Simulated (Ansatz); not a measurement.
Molecular dynamics, step by step

C$_{2}$H$_{8}$S (SMILES CS.C), closed shell, SPW92/6-31G (Ansatz 0.2.0). Settings (timestep in fs, temperature in K; T counts 27 degrees of freedom):

```yaml
hamiltonian: {xc: lda}
md: {n_steps: 30, timestep: 1.0, temperature: 700, ensemble: nve, seed: 965, initial_velocities: maxwell_boltzmann}
```

Start (the SMILES describes the start alone):

```json
{"atom": "C1", "x (Å)": "-0.2727", "y (Å)": "0.0674", "z (Å)": "-1.8405"}
{"atom": "S2", "x (Å)": "1.4992", "y (Å)": "0.3222", "z (Å)": "-1.6025"}
{"atom": "H3", "x (Å)": "-0.4681", "y (Å)": "-0.7612", "z (Å)": "-2.5198"}
{"atom": "H4", "x (Å)": "-0.6533", "y (Å)": "0.9839", "z (Å)": "-2.2915"}
{"atom": "H5", "x (Å)": "-0.7827", "y (Å)": "-0.0916", "z (Å)": "-0.8911"}
{"atom": "H6", "x (Å)": "1.7687", "y (Å)": "-0.8763", "z (Å)": "-1.0627"}
{"atom": "C7", "x (Å)": "-0.2176", "y (Å)": "0.0715", "z (Å)": "2.0400"}
{"atom": "H8", "x (Å)": "0.2045", "y (Å)": "0.1803", "z (Å)": "3.0385"}
{"atom": "H9", "x (Å)": "0.4911", "y (Å)": "0.4476", "z (Å)": "1.3017"}
{"atom": "H10", "x (Å)": "-1.1465", "y (Å)": "0.6385", "z (Å)": "1.9784"}
{"atom": "H11", "x (Å)": "-0.4225", "y (Å)": "-0.9823", "z (Å)": "1.8494"}
```

```csv
step,time (fs),potential energy less the start (meV),kinetic energy (meV),T (K)
0,0.00,0.0,814.3,700
2,2.00,218.7,609.4,524
4,4.00,360.6,464.5,399
6,6.00,457.6,367.5,316
8,8.00,501.4,331.1,285
10,10.00,187.0,630.7,542
12,12.00,158.9,662.9,570
14,14.00,326.1,501.6,431
16,16.00,345.0,478.3,411
18,18.00,423.0,404.4,348
20,20.00,344.4,482.0,414
22,22.00,236.3,582.9,501
24,24.00,354.1,474.4,408
26,26.00,353.0,468.2,402
28,28.00,490.0,338.3,291
30,30.00,414.0,415.9,358
```

Step 2, positions (Å) and forces (eV/Å):

```tsv
atom	x	y	z	Fx	Fy	Fz
C1	-0.276	0.054	-1.843	-1.070	-0.620	-1.792
S2	1.503	0.325	-1.592	0.495	0.816	-0.439
H3	-0.579	-0.760	-2.599	0.639	0.637	1.247
H4	-0.718	0.948	-2.270	0.165	0.841	-0.500
H5	-0.781	0.007	-0.902	-0.560	-0.774	1.151
H6	1.732	-0.900	-1.072	0.328	-0.895	0.434
C7	-0.216	0.071	2.021	1.296	-0.290	1.955
H8	0.279	0.216	3.050	-0.859	-0.336	-1.073
H9	0.503	0.445	1.321	0.682	0.371	-1.059
H10	-1.125	0.617	1.956	-1.169	0.884	0.040
H11	-0.428	-0.975	1.830	0.052	-0.635	0.035
```

Step 4, positions (Å) and forces (eV/Å):

| atom | x | y | z | Fx | Fy | Fz |
| --- | --- | --- | --- | --- | --- | --- |
| C1 | -0.283 | 0.040 | -1.850 | -2.230 | 0.379 | -1.137 |
| S2 | 1.508 | 0.330 | -1.582 | 0.163 | -0.435 | -0.233 |
| H3 | -0.667 | -0.738 | -2.633 | 1.097 | 0.535 | 1.655 |
| H4 | -0.776 | 0.941 | -2.266 | 0.749 | 0.491 | -0.364 |
| H5 | -0.799 | 0.076 | -0.874 | 0.009 | -1.119 | 0.159 |
| H6 | 1.708 | -0.956 | -1.065 | 0.217 | 0.155 | 0.024 |
| C7 | -0.211 | 0.070 | 2.008 | 1.261 | 0.149 | 1.301 |
| H8 | 0.322 | 0.240 | 3.023 | -1.161 | -0.486 | -1.090 |
| H9 | 0.537 | 0.455 | 1.303 | -0.076 | 0.000 | -0.620 |
| H10 | -1.144 | 0.625 | 1.935 | -0.268 | 0.425 | 0.131 |
| H11 | -0.432 | -0.991 | 1.812 | 0.239 | -0.094 | 0.174 |

Step 8, positions (Å) and forces (eV/Å):

```csv
atom,x,y,z,Fx,Fy,Fz
C1,-0.319,0.020,-1.870,-1.276,3.781,2.172
S2,1.518,0.335,-1.562,-0.584,-1.712,-0.149
H3,-0.727,-0.676,-2.551,0.241,-1.966,-0.709
H4,-0.793,0.965,-2.288,1.006,-0.191,0.064
H5,-0.816,0.086,-0.839,0.456,-1.006,-0.973
H6,1.683,-1.022,-1.058,0.171,1.104,-0.301
C7,-0.192,0.070,1.987,-0.741,0.475,-2.597
H8,0.302,0.240,2.902,0.411,0.045,1.860
H9,0.567,0.459,1.221,-1.016,-0.468,0.301
H10,-1.168,0.663,1.911,1.121,-0.560,0.141
H11,-0.410,-1.011,1.798,0.212,0.499,0.191
```

Last step (30):

C1  (-0.377, 0.058, -1.832)
S2  (1.497, 0.321, -1.477)
H3  (-0.401, -0.709, -2.562)
H4  (-0.859, 0.899, -2.420)
H5  (-1.104, 0.017, -0.957)
H6  (1.822, -0.929, -1.045)
C7  (-0.113, 0.076, 1.804)
H8  (0.474, 0.330, 2.646)
H9  (0.561, 0.387, 0.927)
H10  (-1.090, 0.671, 1.785)
H11  (-0.343, -1.019, 1.745)
(Å)

The run took about 14 s on 4 CPU threads of an Arm Neoverse V1 (shared host).
